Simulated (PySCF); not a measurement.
Compound: 1,1,1-trifluoroethane, C2H3F3.
Cartesian coordinates in Å at the PBE0-D3(BJ)/def2-SVP level; atoms count from 1:
```
atom  x, y, z in Å
C1     0.7178    0.0958    0.3393
C2    -0.6200   -0.0890   -0.3114
F3    -0.5008   -0.5654   -1.5552
F4    -1.3839   -0.9481    0.3729
F5    -1.2938    1.0643   -0.3910
H6     0.5804    0.4857    1.3558
H7     1.3156    0.8062   -0.2455
H8     1.2382   -0.8692    0.3859
```

Computed, not measured: PBE0-D3(BJ)/def2-SVP geometry optimisation, gas phase (PySCF 2.14.0).

Take the most abundant isotopes and a rigid rotor. 

Question: What are A, B and C (cm⁻¹)?

Answer: Ia = 91.42, Ib = 96.75, Ic = 96.80 u·Å²; 505379 MHz·u·Å²/I gives 5528, 5223 and 5221 MHz, that is A = 0.18439, B = 0.17423, C = 0.17416 cm⁻¹.

Question: What kind of rotor is it?

Answer: A prolate symmetric top, as the point group C3v requires two equal moments; the computed ones differ by 0.04 % because the geometry is symmetric only within the optimiser's tolerance. Ray's parameter κ = (2B − A − C)/(A − C) = -0.985; −1 is the prolate and +1 the oblate limit.

Question: Where do the R-branch lines fall?

Answer: The dipole of 2.17 D lies along the symmetry axis, so ΔK = 0 and J+1 ← J falls at 2B(J+1) for every K: 10.44 GHz, 20.89 GHz, 31.33 GHz, 41.78 GHz, 52.22 GHz for J = 0 to 4.

Question: Estimate the classical rotational partition function at 10 K, 200 K and 500 K.

Answer: Point group C3v, symmetry number σ = 3; q = (√π/σ)·√((kT/h)³/(ABC)), k/h = 20836.6 MHz/K: 145 at 10 K, 12900 at 200 K, 51200 at 500 K.

No PBE0-D3(BJ)/def2-SVP frequencies stand behind this structure, so it isn't proved a minimum. No vibrational averaging or centrifugal distortion is included, and the geometry carries the error of its method.

On an Arm Neoverse V2 with one thread, no GPU, on a shared host, this took 18 s of wall time and 0.36 GiB of memory at its peak. This is the geometry optimisation.
